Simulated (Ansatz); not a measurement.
hcp Ti was calculated with PBE (Ansatz, an electronic-structure program, plane waves, PAW).

Run with plane-wave cutoff 520 eV, 24×24×14 k mesh (along the axes of the cell as run), Fermi–Dirac smearing 0.029 eV (set by the program), no spin polarisation, scalar-relativistic PAW data made under PBE.

Cell (relaxed at this level):

```yaml
crystal:
  lattice:
    - [2.93906, 0.00000, 0.00000]
    - [-1.46953, 2.54530, 0.00000]
    - [0.00000, 0.00000, 4.65019]
  atoms:
    - { symbol: Ti, position: [0.66667, 0.33333, 0.75000] }
    - { symbol: Ti, position: [0.33333, 0.66667, 0.25000] }
```

Estimate the elastic constant C13, elastic constant C33, Voigt–Reuss–Hill shear modulus (Hill average), elastic constant C11, elastic constant C12, elastic constant C44 and elastic constant C66 that the calculation returns.


- elastic constant C13 = 75.3 GPa
- elastic constant C33 = 189 GPa
- Voigt–Reuss–Hill shear modulus (Hill average) = 47.4 GPa
- elastic constant C11 = 176 GPa
- elastic constant C12 = 82.7 GPa
- elastic constant C44 = 44.3 GPa
- elastic constant C66 = 46.7 GPa

Measured, for comparison: elastic constant C13 68 GPa, elastic constant C33 191 GPa, elastic constant C11 176 GPa, elastic constant C12 87 GPa, elastic constant C44 51 GPa (4 K, zero-point motion not removed; as tabulated in Ferrari et al. (2019), arXiv:1905.01197). Computed (rounded) less measured: elastic constant C13 +11 %, elastic constant C33 -1 %, elastic constant C11 0.0 %, elastic constant C12 -5 %, elastic constant C44 -13 %.

Elastic constants are with the ions relaxed.

The computed numbers hold no vibrational or temperature effects.

It cost very roughly 29 core-minutes of CPU time.
